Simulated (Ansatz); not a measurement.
Rock-salt HfC was calculated with PBE (PAW; Ansatz, a first-principles code).

Numerical settings: plane-wave cutoff 520 eV, 16×16×16 k mesh, Fermi–Dirac smearing 0.1 eV, perturbation theory, scalar-relativistic PAW data made under PBE.

The cell has the measured lattice: a = b = c = 4.640 Å, α = β = γ = 90.00°.

Question: What does this level give for the TO(Γ) frequency?

Answer: 
TO(Γ) frequency: 436 cm⁻¹

Note: the cell isn't this level's own, so it is under some stress, which shifts stiffness and frequencies.

Spin–orbit coupling is not included.

The result took very roughly 40 core-minutes.
